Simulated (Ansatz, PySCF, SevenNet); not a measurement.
## Cohesive energy of 3C-SiC: levels of theory against measurement

Reference value: 6.48 eV/atom (measured, static lattice: zero-point vibration energy added; as tabulated in Mejia-Rodriguez and Trickey (2018), arXiv:1807.09216).

```tsv
level (code)	value (eV/atom)	cell (Å³/atom)	error (eV/atom)
SevenNet-0	5.84	10.49	-0.64
LDA (Ansatz)	7.40	10.14	+0.92
PBE (PySCF)	6.41 ± 0.04	10.52	-0.07
HSE06 (Ansatz)	6.42	10.28	-0.06
MP2 (PySCF)	7.02 ± 0.2	10.26	+0.54
```

Leaving aside SevenNet-0 (doubt noted below): Once the reference is moved by up to 0.03 eV/atom (a margin picked here for doubts on the reference and the settings) and values within 0.03 eV/atom count as equal, the nearest can be HSE06 (-0.06 eV/atom) or PBE (-0.07 eV/atom). Farthest off among them: LDA (+0.92 eV/atom). Within 0.3 eV/atom: PBE, HSE06.

Free atoms are spin-polarised, in the lowest state found; at levels without +SOC their spin–orbit coupling is left out.  A ± on a computed value is a rough bar: the spread of its extrapolation, a floor set from checks against published values, or a statistical error. SevenNet-0: free atoms can lie outside what these potentials were trained on. Each level is taken at its own relaxed cell. Cutoffs and k meshes differ between the levels. Ansatz's density-functional and Hartree–Fock values are scalar-relativistic unless marked +SOC, with PAW data made under PBE.

Machine-learned potentials (SevenNet-0) are trained on DFT data: a solid inside that data is no test of them.

Differences are worked out from the printed values.

Ansatz is a program for electronic structure.
